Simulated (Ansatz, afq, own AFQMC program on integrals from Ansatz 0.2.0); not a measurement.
**BO⁺, triplet: AFQMC among the cluster methods**

```yaml
atoms:
  - { symbol: B, position_ang: [0.0000, 0.0000, 0.0000] }
  - { symbol: O, position_ang: [0.0000, 0.0000, 1.2006] }
```

Basis cc-pVTZ. Only valence electrons are correlated. AFQMC by an in-house program on the Cholesky factors that Ansatz 0.2.0 writes for its CCSD(T) run. ph-AFQMC/CISD is guided by a CISD state made of CCSD amplitudes; releasing the constraint for a short imaginary time cuts its bias at the price of noise, slowly where states lie close. Error bars are statistical, one sigma.

Determinant: UHF, the one that the program's search chose, which needn't be the lowest solution. The geometry is a PBE0/def2-TZVP stationary point of this or a neighbouring charge and spin state.

No full CI on the walks' own integrals is used here; CCSDT(Q) serves as the reference and is uncertain by about the last step of the cluster series.

Cautions: another spin lies lower.

The T1 diagnostic is 0.0181. The weight of the determinant in the CISD state is 0.935, the ⟨S²⟩ of the determinant is 2.004 and the size of the correlated space is 8 electrons in 58 orbitals.

| level | correlation energy (eV) |
| --- | --- |
| MP2 | -5.8267 |
| CCSD | -6.2447 |
| CCSD(T) | -6.4565 |

(1) Estimate where phaseless AFQMC with a CISD trial lies against CCSD(T) on the same integrals.

(1) 0.17 ± 0.15 mEh below CCSD(T). The gap is under twice the noise, so this walk alone can't tell the two apart.

Reference: CCSDT(Q), correlation energy -6.484 eV. The released energy is read at 2.40 1/Eh (meV from the phaseless value at times in 1/Eh: -13.2 ± 2.4 at 0.24, -16 ± 3 at 0.51, -4 ± 14 at 0.99, -18 ± 5 at 1.62, -18 ± 5 at 2.40).

```json
{"level": "CCSD(T)", "E − E(reference) (mEh)": "0.99", "share of correlation (%)": "99.58"}
{"level": "CCSDT", "E − E(reference) (mEh)": "0.30", "share of correlation (%)": "99.87"}
{"level": "ph-AFQMC/CISD", "E − E(reference) (mEh)": "0.83 ± 0.15", "share of correlation (%)": "99.65"}
{"level": "released AFQMC", "E − E(reference) (mEh)": "0.17 ± 0.19", "share of correlation (%)": "99.93"}
```

A walk keeps the symmetry of its determinant, which the program's search chose and which needn't be the lowest solution, so a lower state of the same spin and another symmetry isn't excluded. Released energies are given only where the last usable release times agree within the noise; a slower fall can still hide under it.
